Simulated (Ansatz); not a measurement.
# H2SO (SMILES OS): functionals against CCSD(T) at one geometry

The task here is to estimate one member of a computed series from the others.

Program: Ansatz 0.2.0, Gaussian basis. Level of theory: single points in def2-TZVPP. These are calculated values, not measurements.

Cores are frozen in the correlated methods.

## Where the work starts

4 atoms, charge 0, spin multiplicity 1.

Atoms are counted from 1 here; the program's logs count them from 0.

Bond lengths: O1–S2 1.657 Å, O1–H3 0.921 Å, S2–H4 1.358 Å. Angles: S2–O1–H3 103.8°, O1–S2–H4 99.5°.

Geometry (Å):

| atom | x (Å) | y (Å) | z (Å) |
| --- | --- | --- | --- |
| O1 | -0.1162 | -0.8575 | -0.1991 |
| S2 | -0.0413 | 0.7650 | -0.5267 |
| H3 | -0.7901 | -0.9252 | 0.4252 |
| H4 | 1.0080 | 1.1049 | 0.2653 |

The first run:

run/in.yaml

```yaml
crystal:
  periodic: [false, false, false]
  atoms:
    - {symbol: O, position_ang: [-0.116165, -0.857519, -0.199064]}
    - {symbol: S, position_ang: [-0.041342, 0.765015, -0.526723]}
    - {symbol: H, position_ang: [-0.790118, -0.925150, 0.425212]}
    - {symbol: H, position_ang: [1.007997, 1.104908, 0.265310]}
basis:
  gaussian: {orbitals: def2-TZVPP}
hamiltonian: {xc: pbe, dispersion: d4}
output: {forces: true}
```

Started as:

```
$ ansatz run in.yaml --threads 2 --pin off --events-out ev --progress --plain --max-ram 3481MiB
```

Among the steps run: PBE-D4/def2-TZVPP; r2SCAN-D4/def2-TZVPP; PBE0-D4/def2-TZVPP; wB97M-V/def2-TZVPP; CCSD(T)/def2-TZVPP.

One of the session's tables, all rows but one given; the rest of the session is left out.

```
   method  RMS force component (eV/Å)  angle to CCSD(T) forces (°)  dipole (D)
   PBE-D4                       1.167                         11.4        1.53
r2SCAN-D4                       0.982                          5.2        1.57
  PBE0-D4                           ?                            ?           ?
  wB97M-V                       0.947                          6.9        1.57
  CCSD(T)                       0.960                    reference        1.56
```

Estimate the missing values for PBE0-D4.

The run gave: RMS force component (eV/Å): 0.939; angle to CCSD(T) forces (°): 10.4; dipole (D): 1.58. In the column «RMS force component (eV/Å)» it is the lowest.

Caveats from the session: The reference is not at the basis limit: in triple zeta CCSD(T) underbinds, which counts against methods that bind more; the gaps are no ranking.
